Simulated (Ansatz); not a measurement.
```yaml
crystal:
  periodic: [false, false, false]
  atoms:
    - {symbol: C, position_ang: [-1.110833, -0.212646, -0.003994]}
    - {symbol: C, position_ang: [-0.674526, 0.999146, 0.012327]}
    - {symbol: Si, position_ang: [0.793219, -0.410104, -0.004495]}
    - {symbol: H, position_ang: [-0.827983, 2.055238, 0.025967]}
basis:
  gaussian: {orbitals: def2-TZVP}
magnetization: {spin_polarized: true, initial_magnetization: 1}
hamiltonian: {xc: pbe0}
relax: {f_tol: 0.004, max_steps: 80}
```

```sh
$ ansatz run in.yaml --threads 1 --pin off --events-out ev --progress --plain --max-ram 2176MiB
```

Steps of the relaxation (energy above the last step; positions in Å, forces in eV/Å):

```
4
step 1, 152.7 meV
C    -1.111   -0.213   -0.004    0.554   -0.422   -0.005
C    -0.675    0.999    0.012    1.041   -1.058   -0.013
Si    0.793   -0.410   -0.004   -1.629    1.051    0.012
H    -0.828    2.055    0.026    0.034    0.429    0.006
```

```
4
step 2, 57.2 meV
C    -1.114   -0.228   -0.004    0.267   -0.382   -0.005
C    -0.665    0.982    0.012    0.848   -0.411   -0.004
Si    0.766   -0.372   -0.004   -1.084    0.670    0.008
H    -0.806    2.049    0.026   -0.031    0.123    0.002
```

```
4
step 3, 10.5 meV
C    -1.118   -0.251   -0.005   -0.217    0.059    0.001
C    -0.640    0.961    0.012   -0.068    0.291    0.004
Si    0.715   -0.311   -0.003    0.440   -0.323   -0.004
H    -0.777    2.033    0.026   -0.155   -0.027   -0.001
```

```
4
step 4, 2.6 meV
C    -1.117   -0.244   -0.004   -0.050   -0.001    0.000
C    -0.642    0.967    0.012    0.178    0.020    0.000
Si    0.728   -0.329   -0.004   -0.029   -0.008    0.000
H    -0.789    2.038    0.026   -0.099   -0.011    0.000
```

```
4
step 7, 0.0 meV
C    -1.116   -0.236   -0.004    0.000    0.000    0.000
C    -0.624    0.971    0.012    0.001   -0.001    0.000
Si    0.726   -0.340   -0.004    0.000    0.000    0.000
H    -0.807    2.037    0.026   -0.001    0.001    0.000
```

Close pairs at the end: C2–H4 1.081 Å, C1–C2 1.303 Å, C1–Si3 1.845 Å, C2–Si3 1.882 Å.

A stationary point of unrestricted PBE0 after 7 steps, with ⟨S²⟩ = 0.759 against 0.75 for a pure state; no frequencies were run, so it isn't proven a minimum. 27 s on 1 thread of Arm Neoverse V1, shared host.
